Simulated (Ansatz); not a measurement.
Geometry optimisation, UKS B3LYP/STO-3G (Ansatz 0.2.0).

Input:

```yaml
crystal:
  periodic: [false, false, false]
  atoms:
    - { symbol: C, position_ang: [-1.0724, 0.5566, -0.1607] }
    - { symbol: Si, position_ang: [0.3529, -0.4989, -0.058] }
    - { symbol: "N", position_ang: [1.6685, 0.3157, 0.7117] }
    - { symbol: H, position_ang: [-1.8804, 0.099, -0.6654] }
    - { symbol: H, position_ang: [-0.9012, 1.4972, -0.7693] }
    - { symbol: H, position_ang: [-1.4629, 0.9321, 0.8171] }
    - { symbol: H, position_ang: [0.8246, -0.9141, -1.4056] }
    - { symbol: H, position_ang: [0.0759, -1.6985, 0.7178] }
    - { symbol: H, position_ang: [2.4837, -0.3355, 0.7954] }
magnetization:
  spin_polarized: true
  initial_magnetization: 1
basis:
  gaussian: { orbitals: STO-3G }
hamiltonian:
  xc: b3lyp
relax:
  f_tol: 0.02
  max_steps: 40
```

Launched with:

```bash
$ ansatz run input.yaml --threads 1 --pin off --max-ram 2048MiB --backend cpu --events-out ev --progress --plain --runs-dir out
```

**Question.** Where does it end, and by what steps?

**Answer.** The run converged. Limits of this set-up: minimal basis. After 4 steps the energy has fallen by 0.452 eV; N3 moved furthest, 0.13 Å.

```csv
step,energy less start (eV),largest force component (eV/Å),accepted
0,0.0000,4.105,yes
1,-0.3616,1.681,yes
2,-0.4486,0.306,yes
3,-0.4517,0.053,yes
4,-0.4522,0.011,yes
```

```xyz
9
Properties=species:S:1:pos:R:3
C -1.119 0.596 -0.186
Si 0.380 -0.520 -0.062
N 1.745 0.391 0.778
H -1.957 0.081 -0.675
H -0.895 1.498 -0.769
H -1.457 0.918 0.807
H 0.812 -0.927 -1.386
H 0.053 -1.714 0.694
H 2.527 -0.370 0.782
```

The run took 8.1 s on 1 thread of Intel(R) Xeon(R) Platinum 8488C (Sapphire Rapids), with other jobs on the host, peak memory 0.15 GiB.
